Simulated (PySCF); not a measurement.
Excitations are Tamm–Dancoff values on a coarser integration grid.

**CHF$_{3}$, SMILES `FC(F)F` (charge 0, multiplicity 1)**

All values below come from PBE-D3(BJ)/def2-TZVPD in PySCF.

| Property | Result |
|---|---|
| HOMO | -9.58 eV |
| dipole moment | 1.53 D |
| HOMO–LUMO gap | 9.45 eV |
| LUMO | -0.12 eV |
| S1 excitation (TDA) | 9.58 eV |
| S1 oscillator strength | 0.010 |
| T1 excitation (TDA) | 9.22 eV |
| S1–T1 gap (TDA) | 0.37 eV |
| total energy | -338.0711 Ha |
| cost | around 70 core-seconds (rough) |

Bond lengths (Å): F1–C2 1.351, C2–F3 1.351, C2–F4 1.351, C2–H5 1.101. Angles (°): F1–C2–F3 108.5, F1–C2–F4 108.5, F1–C2–H5 110.4, F3–C2–F4 108.5, F3–C2–H5 110.4, F4–C2–H5 110.4.
Charge 0, spin multiplicity 1.
